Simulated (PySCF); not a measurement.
# singlet [NO2]+: HF/3-21G (preoptimised minimum)

We compute an optimisation with harmonic vibrations of singlet [NO2]+. 

The results are computed with PySCF 2.14.0.

4 further runs of the same task are left out: 4 set aside as unsound or not needed.

### 1 The molecule

[NO2]+: 3 atoms, total charge +1, spin state singlet. SMILES of the parent species: `[O]N=O`. All atoms were displaced at random from a relaxed shape. That shape belongs to the parent species and isn't relaxed for this state. The run starts from this shape.

Bond lengths: O1–N2 1.216 Å, N2–O3 1.160 Å. Angles: O1–N2–O3 134.9°.

### 2 An optimisation with harmonic vibrations at HF/3-21G (preoptimised minimum)

Input file run.py:

```python
import numpy
from pyscf import gto, symm
from pyscf.hessian import thermo
from pyscf.geomopt.geometric_solver import kernel as optimise

mol = gto.M(
    atom=[
    ('O', (0.214558, -1.122998, -0.014236)),
    ('N', (-0.265500, -0.015578, -0.163981)),
    ('O', (0.031206, 1.057038, 0.163416)),
],
    charge=1,
    spin=0,
    verbose=3,
    basis='3-21g',
    max_memory=1860,
)

mf = mol.RHF()
mf.conv_tol = 1e-10
mf = mf.newton()
converged, mol_eq = optimise(mf, maxsteps=80)
print('converged:', converged)
print(mol_eq.tostring())

mf.reset(mol_eq)
mol = mol_eq
mf.kernel()
e_final = mf.e_tot
print('Final energy', e_final)
hess = mf.Hessian().kernel()
modes = thermo.harmonic_analysis(mol, hess)
print('frequencies (1/cm)', numpy.round(modes['freq_wavenumber'], 1))
symm.geom.TOLERANCE = 1e-3  # for the symmetry number
th = thermo.thermo(mf, modes['freq_au'], 298.15, 101325)
thermo.dump_thermo(mol, th)
```

Started as:

```sh
$ OMP_NUM_THREADS=1 python run.py
```

Standard output:

```text
maxiter                   80
----------------------------------------------------------
Custom engine selected.
Bonds will be generated from interatomic distances less than 1.20 times sum of covalent radii
9 internal coordinates being used (instead of 9 Cartesians)
Internal coordinate system (atoms numbered from 1):
Distance 1-2
Distance 2-3
Angle 1-2-3
Translation-X 1-3
Translation-Y 1-3
Translation-Z 1-3
Rotation-A 1-3
Rotation-B 1-3
Rotation-C 1-3
> ===== Optimization Info: ====
> Job type: Energy minimization
> Maximum number of optimization cycles: 80
> Initial / maximum trust radius (Angstrom): 0.100 / 0.300
> Convergence Criteria:
> Will converge when all 5 criteria are reached:
>  |Delta-E| < 1.00e-06
>  RMS-Grad  < 3.00e-04
>  Max-Grad  < 4.50e-04
>  RMS-Disp  < 1.20e-03
>  Max-Disp  < 1.80e-03
> === End Optimization Info ===

Geometry optimization cycle 1
Cartesian coordinates (Angstrom)
 Atom        New coordinates             dX        dY        dZ
   O   0.214558  -1.122998  -0.014236    0.000000  0.000000  0.000000
   N  -0.265500  -0.015578  -0.163981    0.000000  0.000000  0.000000
   O   0.031206   1.057038   0.163416    0.000000  0.000000  0.000000

WARN: Mole.unit (angstrom) is changed to Bohr

converged SCF energy = -202.39259581538
--------------- SecondOrderRHF_Scanner gradients ---------------
         x                y                z
[... 5 lines left out ...]
Step    0 : Gradient = 1.227e-01/1.705e-01 (rms/max) Energy = -202.3925958154
[... 8 lines left out ...]
converged SCF energy = -202.436132857194
[... 16 lines left out ...]
converged SCF energy = -202.456070360208
[... 17 lines left out ...]
converged SCF energy = -202.459559140645
[... 16 lines left out ...]
converged SCF energy = -202.460005705829
[... 16 lines left out ...]
converged SCF energy = -202.460056817263
[... 16 lines left out ...]
converged SCF energy = -202.460059715188
[... 16 lines left out ...]
converged SCF energy = -202.460060034804
[... 9 lines left out ...]
Converged! =D
[... 1 line left out ...]
converged: True
O           0.08625935       -1.13105443       -0.09489102
N          -0.00657673       -0.02720233       -0.00493554
O          -0.09941862        1.07671876        0.08502556
converged SCF energy = -202.460060034805
Final energy -202.4600600348045
frequencies (1/cm) [ 604.1  604.1 1431.8 2065.8]
temperature 298.1500 [K]
pressure 101325.00 [Pa]
Rotational constants [GHz] inf 12.78586 12.78586
Symmetry number 2
Zero-point energy (ZPE) 0.01072 [Eh]   28146.849 [J/mol]
                           tot       elec      trans        rot        vib
Entropy [J/mol/K]       214.256      0.000    156.497     53.984      3.775
Cv [J/mol/K]             29.784      0.000     12.472      8.314      8.998
Cp [J/mol/K]             38.098      0.000     20.786      8.314      8.998
Internal energy [J/mol]                      3718.434   2478.956  28993.407
Internal energy [Eh]   -202.44666  -202.46006
Enthalpy [J/mol]                             6197.391   2478.956  28993.407
Enthalpy [Eh]          -202.44571
Gibbs free energy [J/mol]                  -40462.132 -13616.463  27867.953
Gibbs free energy [Eh] -202.47004
```

Wall time 1.7 s (1 thread of Arm Neoverse V2, shared host); peak memory 0.13 GiB.

### 3 What came out

At HF/3-21G (preoptimised minimum):

| quantity | value |
| --- | --- |
| total energy | -202.46006 Eh |
| HOMO energy | -25.17 eV |
| LUMO energy | -7.27 eV |
| HOMO–LUMO gap | 17.90 eV |
| lowest harmonic wavenumber | 604 cm⁻¹ |
| highest harmonic wavenumber | 2066 cm⁻¹ |
| zero-point energy | 28.1 kJ/mol |
| ideal-gas entropy at 298.15 K (symmetry number 2 as used) | 51.2 cal/(mol K) |

In words: At the final geometry: Bond lengths: O1–N2 1.111 Å, N2–O3 1.111 Å. Angles: O1–N2–O3 180.0°. All 4 modes are real, so the shape is a minimum at this level.
